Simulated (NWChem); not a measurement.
Everything below was run with NWChem. System: Si, charge 1, spin multiplicity 4. Its SCF solution wasn't tested for a lower state. Level: ROCCSD(T)/def2-TZVP, 5 core orbitals frozen.

NWChem printed:

```
             Northwest Computational Chemistry Package (NWChem) 7.3.0
             --------------------------------------------------------

                                NWChem Input Module
                                -------------------

 Scaling coordinates for geometry "geometry" by  1.889725989
 (inverse scale =  0.529177249)

                             Geometry "geometry" -> ""
                             -------------------------

 Output coordinates in angstroms (scale by  1.889725989 to convert to a.u.)

  No.       Tag          Charge          X              Y              Z
 ---- ---------------- ---------- -------------- -------------- --------------
    1 Si                  14.0000     0.00000000     0.00000000     0.00000000

 Effective nuclear repulsion energy (a.u.)       0.0000000000

            Nuclear Dipole moment (a.u.)
            ----------------------------
        X                 Y               Z
 ---------------- ---------------- ----------------
     0.0000000000     0.0000000000     0.0000000000

      Symmetry information
      --------------------

 Group name             D2h
 Group number             26
 Group order               8
 No. of unique centers     1

      Symmetry unique atoms

     1


 Summary of "ao basis" -> "" (spherical)
 ------------------------------------------------------------------------------
       Tag                 Description            Shells   Functions and Types
 ---------------- ------------------------------  ------  ---------------------
 *                         def2-tzvp                  on all atoms

 Summary of "ao basis" -> "ao basis" (spherical)
 ------------------------------------------------------------------------------
       Tag                 Description            Shells   Functions and Types
 ---------------- ------------------------------  ------  ---------------------
 Si                        def2-tzvp                13       37   5s5p2d1f

                                 NWChem SCF Module
                                 -----------------

  ao basis        = "ao basis"
  functions       =    37
  atoms           =     1
  closed shells   =     5
  open shells     =     3
  charge          =   1.00
  wavefunction    = ROHF
  use symmetry    = T
  symmetry adapt  = T

 Summary of "ao basis" -> "ao basis" (spherical)
 ------------------------------------------------------------------------------
       Tag                 Description            Shells   Functions and Types
[...]
     0   0 0 0      1.000000     -3.000000     14.000000

     1   1 0 0     -0.000000     -0.000000      0.000000
     1   0 1 0     -0.000000     -0.000000      0.000000
     1   0 0 1      0.000000      0.000000      0.000000

     2   2 0 0     -5.056603     -4.075182      0.000000
     2   1 1 0      0.000000      0.000000      0.000000
     2   1 0 1      0.000000      0.000000      0.000000
     2   0 2 0     -7.980049     -7.002479      0.000000
     2   0 1 1      0.000000      0.000000      0.000000
     2   0 0 2     -7.980049     -7.002479      0.000000

                   NWChem Extensible Many-Electron Theory Module
                   ---------------------------------------------


            General Information
            -------------------
      Number of processors :     1
         Wavefunction type : Restricted open-shell Hartree-Fock
          No. of electrons :    13
           Alpha electrons :     8
            Beta electrons :     5
           No. of orbitals :    74
            Alpha orbitals :    37
             Beta orbitals :    37
        Alpha frozen cores :     5
         Beta frozen cores :     5
     Alpha frozen virtuals :     0
      Beta frozen virtuals :     0
         Spin multiplicity : quartet
    Number of AO functions :    37
       Number of AO shells :    13
        Use of symmetry is : on
      Symmetry adaption is : on
         Schwarz screening : 0.10D-09

          Correlation Information
          -----------------------
          Calculation type : Coupled-cluster singles & doubles w/ perturbation
   Perturbative correction : (T)
            Max iterations :      100
        Residual threshold : 0.10D-05
     T(0) DIIS level shift : 0.00D+00
     L(0) DIIS level shift : 0.00D+00
     T(1) DIIS level shift : 0.00D+00
     L(1) DIIS level shift : 0.00D+00
     T(R) DIIS level shift : 0.00D+00
     T(I) DIIS level shift : 0.00D+00
   CC-T/L Amplitude update :  5-th order DIIS
                I/O scheme : Global Array Library
        L-threshold :  0.10D-05
        EOM-threshold :  0.10D-05
 no EOMCCSD initial starts read in
 TCE RESTART OPTIONS
 SLICE:      F
 D4D5:       F
 quantumc:   F
 qrotation:  F
 pwtce:      F
 qducc:      F
 nacto:                         0
 nrotv:                         0
 nrot:                          0

            Memory Information
            ------------------
          Available GA space size is     249034062 doubles
          Available MA space size is     104853868 doubles

 Maximum block size supplied by input
 Maximum block size        24 doubles

 tile_dim =      6

 -------------------------------------------------

 Global array virtual files algorithm will be used

 Parallel file system coherency ......... OK

 4-electron integrals stored in orbital form

 v2    file size   =            30853
 4-index algorithm nr.  13 is used
 imaxsize =       30
 imaxsize ichop =        0


CCSD iterations
 ---------------------------------------------------------
 Iter          Residuum       Correlation     Cpu    Wall
 ---------------------------------------------------------
    1   0.0249142976176  -0.0126607916944     0.0     0.0
    2   0.0052886728786  -0.0143009631362     0.0     0.0
    3   0.0012823141510  -0.0146685847399     0.0     0.0
    4   0.0003051870359  -0.0147456400214     0.0     0.0
    5   0.0000767612529  -0.0147645718871     0.0     0.0
    6   0.0000059129750  -0.0147701091368     0.0     0.0
    7   0.0000009616648  -0.0147702660985     0.0     0.0
 -----------------------------------------------------------------
 Iterations converged
 CCSD correlation energy / hartree =        -0.014770266098488
 CCSD total energy / hartree       =      -288.442255682439509

 Singles contributions

 Doubles contributions
 CCSD(T)
 Using plain CCSD(T) code
             total no. of tasks          150
 total no. of tasks / no. procs          150
                         wl_min            2           1.1
                         wl_max          216           2.4
        thresh for no. of tasks          150

 CCSD[T]  correction energy / hartree =        -0.000127896059147
 CCSD[T] correlation energy / hartree =        -0.014898162157635
 CCSD[T] total energy / hartree       =      -288.442383578498664
 CCSD(T)  correction energy / hartree =        -0.000127495973414
 CCSD(T) correlation energy / hartree =        -0.014897762071902
 CCSD(T) total energy / hartree       =      -288.442383178412911

 Task  times  cpu:        1.2s     wall:        1.2s

 Total times  cpu:        1.3s     wall:        1.3s
```

Task: Write an NWChem input that would produce this output.

Result: This is not unique; one that fits is 
```
start mol
memory heap 100 mb stack 700 mb global 1900 mb
charge 1
geometry units angstroms nocenter noautoz
  Si     0.000000     0.000000     0.000000
  symmetry group D2h
end
basis spherical
  * library def2-tzvp
end
scf
  rohf
  nopen 3
  maxiter 100
  thresh 1e-7
  semidirect memsize 60000000 filesize 0
  # guess.movecs holds the orbitals of an unrestricted PBE0 run
  vectors input guess.movecs output mol.movecs
end
tce
  freeze core 5
  ccsd(t)
  2eorb
  2emet 13
  thresh 1e-6
  maxiter 100
  tilesize 24
end
task tce energy
```
